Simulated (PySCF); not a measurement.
C4H7FN (doublet state).
Geometry (PBE0-D3(BJ)/def2-SVP, Å), atoms numbered from 1 in this order:
```xyz
13
C4H7FN angstrom
N      2.2060   -0.2199    0.1334
C      1.0535    0.5589    0.1660
C     -0.2357   -0.0979    0.4111
C     -1.1030   -0.6846   -0.7160
C     -1.5140    0.5437    0.0073
F     -2.5698    0.4661    0.8570
H      3.0750    0.3016    0.1793
H      2.2143   -0.9910    0.7945
H      1.0824    1.4650   -0.4474
H     -0.3137   -0.6741    1.3437
H     -0.7469   -0.5935   -1.7453
H     -1.6595   -1.5973   -0.4862
H     -1.4773    1.5107   -0.5077
```

The hyperfine couplings belong to this conformer and change with its torsions.

As a line formula: `[C@H]1(F)[C@H]([CH]N)C1` [radical].

The calculation used PySCF 2.14.0, UKS B3LYP, IGLO-III on C F N, pcH-1 on H, non-relativistic, mean-field spin-orbit, GIAO. Geometry: PBE0-D3(BJ)/def2-SVP, one conformer, isolated molecule. No stability test was run, so a lower SCF solution isn't excluded.

(1) Where do the isotropic ENDOR lines of N1, F6, H10, H9, H7/H8, H11, H12 and H13 fall at 333.3 mT, to first order?

(2) Which pairs are centred on the nuclear Larmor frequency, and which on half the coupling?

## Answers

(1) For S = 1/2 in fast tumbling each set of equivalent nuclei gives two lines, ν± = |νn ± a/2| to first order, with νn = g_N μN B/h and μN/h = 7.62259 MHz/T.

```tsv
nuclei	isotope	g_N	νn (MHz)	a_iso (MHz)	lower line (MHz)	upper line (MHz)
N1	14N	0.4038	1.03	11.30	4.63	6.68
F6	19F	5.2577	13.36	4.90	10.91	15.81
H10	1H	5.5857	14.19	39.25	5.44	33.82
H9	1H	5.5857	14.19	-38.03	4.82	33.20
H7/H8	1H	5.5857	14.19	11.25	8.56	19.82
H11	1H	5.5857	14.19	-6.17	11.10	17.28
H12	1H	5.5857	14.19	5.70	11.34	17.04
H13	1H	5.5857	14.19	3.72	12.33	16.05
```

(2) Centred on νn, since |a| < 2νn: F6, H7/H8, H11, H12 and H13. Centred on |a|/2 and split by 2νn: N1, H10 and H9.

Means are taken over nuclei equivalent by connectivity, which assumes that they swap fast. The 1H value of +11.3 MHz is a mean of couplings from 7.8 to 14.7 MHz in this one geometry, not an average over conformers.
